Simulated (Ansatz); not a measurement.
Born–Oppenheimer molecular dynamics of BFH$_{2}$Si (5 atoms, charge 0, multiplicity 1). It starts from a relaxed structure.

Theory: UKS PBE/def2-SVP in Ansatz.

```yaml
ensemble: NVE (velocity Verlet)
time_step: 0.5 fs
steps_asked: 150
starting_velocities_drawn_for: 3000 K
seed: 282803
```

First frame:

```xyz
5
Properties=species:S:1:pos:R:3
B -0.892 -0.758 -0.378
Si 0.454 0.343 0.274
F 0.411 1.974 0.088
H -1.850 -1.480 -0.437
H 1.877 -0.079 0.453
```

(1) How far do the bonds stretch over the last three quarters of this one trajectory? (Pairs bonded in most of those frames.)

## Answers

(1) 
```csv
bond,mean (Å),spread (Å),shortest,longest
B1–Si2,1.888,0.032,1.84,1.96
B1–H4,1.224,0.020,1.19,1.26
Si2–F3,1.678,0.074,1.55,1.77
Si2–H5,1.539,0.097,1.39,1.68
```

Mean temperature of the second half: 1352 K. The conserved energy stayed within 0.51 meV per atom of its start (net change 0.4 meV per atom), so the integration is sound. The temperature averaged 0.45 of the 3000 K drawn at the start: a run that starts near a minimum puts about half its kinetic energy into the potential. A run of 0.075 ps of so small a system gives no equilibrium averages.

Run time: 2.5 min on 1 CPU thread of a shared host.
